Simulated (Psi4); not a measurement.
Dimer: H2O (SMILES O) (first 3 atoms) with H2O (SMILES O); geometry from NCB31 set.
(charge 0, multiplicity 1):
```xyz
6

O      1.532     0.006    -0.121
H      0.576    -0.005     0.025
H      1.906    -0.038     0.763
O     -1.396    -0.005     0.107
H     -1.789    -0.742    -0.371
H     -1.777     0.778    -0.304
```

Method: SAPT0/jun-cc-pV(D+d)Z (Psi4).

Give the four SAPT terms and the total, and say what mostly holds the pair together.

electrostatics -366.5, exchange 278.2, induction -84.9, dispersion -52.1, total -225.3 meV; the largest attraction is electrostatics.
